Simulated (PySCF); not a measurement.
# The bond of CO, level by level

One table from this session's results is given with a row withheld; the runs are named, their logs left out.

Program: PySCF 2.14.0. Level of theory: C 6-31G(d,p), O 6-31G(d,p), no relativity. These are calculated values, not measurements.

The first run:

The job is set up so:

* atoms: C, O
* charge: 0
* basis: C 6-31G(d,p), O 6-31G(d,p)
* Hamiltonian: no relativity
* basis functions: 28
* electrons treated: 14
* masses in u: 12.0000, 15.9949
* levels: PBE0, PBE, r²SCAN, BLYP, r²SCAN0, PBEsol, CAM-B3LYP, HF, MP2, SCS-MP2, CCSD, CCSD(T)
* grid: 80 radial by 434 angular points
* occupations: held fixed by the projection of orbital angular momentum
* dissociation limit: C + O, each in its ground configuration
* starting distance in angstrom: 1.310
* values of 2S to try: 0, 2, 4

Launch:

```sh
OMP_NUM_THREADS=1 python dia.py task.json out
```

Steps of the session up to this table: Input; First curve: PBE0; Higher solutions at PBE0; PBE; r²SCAN; BLYP (GGA); r²SCAN0 (hybrid meta-GGA); PBEsol (GGA); CAM-B3LYP; RHF (mean field); Adding correlation.

One of the session's tables, all rows but one given; the rest of the session is left out.

Energy (eV) from each level's lowest point:

| R (Å) | RHF | RHF-MP2 | RHF-SCS-MP2 | RHF-CCSD | RHF-CCSD(T) |
| --- | --- | --- | --- | --- | --- |
| 0.978 | 1.899 | 2.634 | 2.589 | n/a | n/a |
| 1.023 | 0.747 | 1.269 | 1.235 | 1.170 | 1.238 |
| 1.069 | 0.158 | 0.463 | 0.442 | 0.399 | 0.443 |
| 1.103 | 0.000 | 0.139 | 0.128 | 0.105 | 0.128 |
| 1.137 | 0.030 | 0.000 | 0.000 | 0.000 | 0.000 |
| 1.171 | ? | ? | ? | ? | ? |
| 1.217 | 0.629 | 0.192 | 0.220 | 0.286 | 0.224 |
| 1.273 | 1.358 | 0.621 | 0.671 | 0.793 | 0.678 |
| 1.342 | 2.423 | 1.320 | 1.397 | 1.596 | 1.406 |
| 1.433 | 3.993 | 2.410 | 2.524 | n/a | n/a |

Q: Estimate the row for R (Å) = 1.171 from the others.

Worked estimate for «RHF». A straight line through the neighbours (1.137, 0.030) and (1.217, 0.629) gives 0.030 + (0.629 − 0.030) × (1.171 − 1.137) / (1.217 − 1.137) = 0.285; a parabola fitted to 4 rows on both sides gives 0.217.

As computed: RHF: 0.210; RHF-MP2: 0.008; RHF-SCS-MP2: 0.019; RHF-CCSD: 0.045; RHF-CCSD(T): 0.020. In «RHF» the line misses by +0.075 and the parabola by +0.007.
